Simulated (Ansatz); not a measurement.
# H₂O+ (doublet): the correlation ladder at a displaced geometry (v1), cc-pVTZ

The task here is to estimate one member of a computed series from the others.

Computed with Ansatz 0.2.0, Gaussian basis. Level: cc-pVTZ, core rule «outside noble gas», up to 1 orbitals frozen.

The runs, in order: UHF; CCSD(T) on ROHF; CCSD(T) on UHF; BCCD(T) on ROHF; CISD; CCSDT(Q) on ROHF; CCSDT(Q) on UHF; CASSCF and MRCISD+Q, 7 electrons in 6 orbitals; CASSCF and NEVPT2, 7 electrons in 6 orbitals.

10 further runs of the same task are left out: 2 that didn't finish, 8 set aside as unsound or not needed.

### What is computed

The geometry is a PBE0/def2-TZVP stationary point (not a proven minimum) with its atoms shifted at random (size 0.040 Å).

3 atoms, charge 1, spin multiplicity 2.

Atoms are counted from 1 here; the program's logs count them from 0.

Bond lengths: O1–H2 1.004 Å, O1–H3 0.988 Å. Angles: H2–O1–H3 107.0°.

The first run:

Input file in.yaml:

```yaml
crystal:
  periodic: [false, false, false]
  atoms:
    - {symbol: O, position_ang: [-0.002590, -0.066119, 0.003632]}
    - {symbol: H, position_ang: [-0.003424, 0.495110, -0.828661]}
    - {symbol: H, position_ang: [0.044540, 0.554420, 0.771006]}
basis:
  gaussian: {orbitals: cc-pVTZ}
total_charge: 1
magnetization: {spin_polarized: true, initial_magnetization: 1}
hamiltonian: {xc: hf}
output: {orbitals: {seedname: orbitals}}
```

On the command line:

```bash
$ ansatz run in.yaml --threads 1 --pin off --events-out ev --progress --plain --max-ram 2393MiB
```

Steps of the session up to this table: UHF; CCSD(T) on ROHF; CCSD(T) on UHF; BCCD(T) on ROHF; CISD; CCSDT(Q) on ROHF; CCSDT(Q) on UHF; CASSCF and MRCISD+Q, 7 electrons in 6 orbitals; CASSCF and NEVPT2, 7 electrons in 6 orbitals.

One table of the session follows, with a row left open; its other results are not shown here.

```
          method  from UCCSDT(Q) (kcal/mol)
            ROHF                    +141.16
             UHF                    +137.77
            RMP2                     +12.92
            UMP2                     +13.12
            CISD                      +7.36
           RCCSD                      +3.46
           UCCSD                      +3.40
        RCCSD(T)                      +0.32
        UCCSD(T)                      +0.29
         BCCD(T)                      +0.33
          RCCSDT                      +0.13
          UCCSDT                      +0.10
       RCCSDT(Q)                      +0.04
       UCCSDT(Q)                          0
  CASSCF valence                    +106.21
  NEVPT2 valence                          ?
  MRCISD valence                      +4.02
MRCISD+Q valence                      +0.55
```

Estimate the missing values for NEVPT2 valence.

As computed: from UCCSDT(Q) (kcal/mol): +15.78. In the column «from UCCSDT(Q) (kcal/mol)» it lies between UMP2 (+13.12) and CASSCF valence (+106.21).

Among the levels timed on like hardware and quicker than the yardstick, those that no quicker one beats, quickest first: NEVPT2 valence (0.69 s, +15.78 kcal/mol); MRCISD+Q valence (1.4 s, +0.55 kcal/mol); BCCD(T) (1.7 s, +0.33 kcal/mol); RCCSD(T) (4 s, +0.32 kcal/mol); UCCSD(T) (4.2 s, +0.29 kcal/mol).

Caveats from the session: Of the multireference levels listed MRCISD+Q valence comes nearest in total energy (+0.55 kcal/mol), which doesn't show that its space is the better one. Restricted and unrestricted rows rest on different reference determinants; where their highest levels disagree by more than a few hundredths of an eV, they describe different states and don't form one ladder.
